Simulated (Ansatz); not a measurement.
Gas-phase electronic energies from Ansatz, PBE0-D4/def2-TZVP geometries. CCSD(T)/CBS is the MP2 limit (def2-TZVPP, def2-QZVPP) plus CCSD(T) − MP2 in def2-TZVPP, frozen cores. This one scheme is used for every species. Functionals use def2-TZVPP. HSE06 is defined as in plane-wave codes. Each species was taken in one conformer, which may not be the lowest.

`B[SiH2]B` + NH₃ → `B[SiH2]N` + BH₃  (cleavage of the Si–B bond)

`B[SiH2]B`:

Cartesian coordinates in Å:
```
B -1.412 0.398 0.659
Si 0.052 0.449 -0.714
B 1.359 -0.857 0.074
H -2.292 -0.408 0.587
H -1.394 1.129 1.604
H 0.643 1.812 -0.839
H -0.434 -0.002 -2.050
H 1.279 -2.025 -0.167
H 2.197 -0.496 0.846
```

NH₃:

Z-matrix (Å, degrees):
```
N
H 1 1.013
H 1 1.013 2 107.1
H 1 1.013 2 107.1 3 -114.5
```

`B[SiH2]N`:

```xyz
9

B     1.046   -0.316    1.223
Si   -0.395   -0.456   -0.160
N    -0.397    0.904   -1.221
H     1.581    0.718    1.501
H     1.366   -1.280    1.857
H    -1.655   -0.654    0.641
H    -0.268   -1.680   -1.000
H    -1.032    0.939   -2.002
H    -0.247    1.824   -0.840
```

BH₃:

Z-matrix (Å, degrees):
```
B
H 1 1.193
H 1 1.193 2 120.0
H 1 1.193 2 120.0 3 180.0
```

```csv
level,ΔE (kJ/mol),difference from CCSD(T)/CBS
B97M-V,-38.1,9.9
r2SCAN0-D4,-45.4,2.6
HSE06-D4,-36.5,11.5
CAM-B3LYP-D4,-55.8,-7.8
ωB97M-V,-52.6,-4.6
B2PLYP,-52.5,-4.5
PBE-QIDH,-47.8,0.2
revPBE,-26.5,21.5
BLYP,-41.5,6.5
HSE06,-36.5,11.5
CAM-B3LYP,-55.8,-7.8
RPA@PBE/def2-TZVPP,-49.0,-1.0
HF/def2-SVP,-64.4,-16.4
CCSD/def2-TZVPP,-50.9,-2.9
HF/def2-QZVPP,-72.4,-24.4
HF/CBS(def2),-72.6,-24.6
CCSD(T)/CBS,-48.0,0
```

Largest T1 diagnostic among the species: 0.015.

At CCSD(T), def2-SVP lies +6.3 kJ/mol from the extrapolated value and def2-TZVPP +0.5 kJ/mol. From PBE to PBE0 (25 % exact exchange), in def2-TZVPP and without D4, ΔE moves by −9.6 kJ/mol. Leaving LDA and LC-ωPBE aside and taking each functional with its dispersion term where it has one, the values, not all of them listed here, spread over 31.5 kJ/mol, from BHLYP-D4 to PBE-D4.
